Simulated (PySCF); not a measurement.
## How exact exchange moves a shielding

Molecule: `C1(=CF)CCC1`, C5H7F.

Bonds (- single, = double, # triple, : aromatic): F1-C2 1.337 Å, C2=C3 1.326 Å, C3-C4 1.509 Å, C4-C5 1.550 Å, C5-C6 1.551 Å, C6-C3 1.511 Å. C2 carries H7; C4 carries H8, H9; C5 carries H10, H11; C6 carries H12, H13.

GIAO shieldings (ppm, equivalent atoms averaged) in PySCF 2.14 on the PBE0-D3(BJ)/def2-SVP geometry, basis pcSseg-1, gas phase, non-relativistic:

| functional | exact exchange (%) | σ(F1) | σ(C6) |
| --- | --- | --- | --- |
| BLYP | 0 | 283.9 | 146.1 |
| BP86 | 0 | 285.7 | 151.0 |
| PBE | 0 | 282.9 | 151.5 |
| PBE0 | 25 | 309.5 | 157.4 |
| mPW1PW91 | 25 | 310.2 | 156.3 |
| BHandHLYP | 50 | 333.6 | 157.5 |
| HF | 100 | 366.9 | 167.6 |

Q: Fit each shielding as a line in the percentage of exact exchange.

A: σ(F1) = 286.3 + 0.84 x (rms 3.2 ppm); σ(C6) = 150.3 + 0.18 x (rms 2.1 ppm). The functionals also differ in their semilocal parts, which the line can't hold; Hartree–Fock has no correlation at all.

Q: What does the line predict for B3LYP (20 %), and what does the run give?

A: σ(F1): 303.1 predicted, 306.1 computed; σ(C6): 153.9 predicted, 151.4 computed ppm.
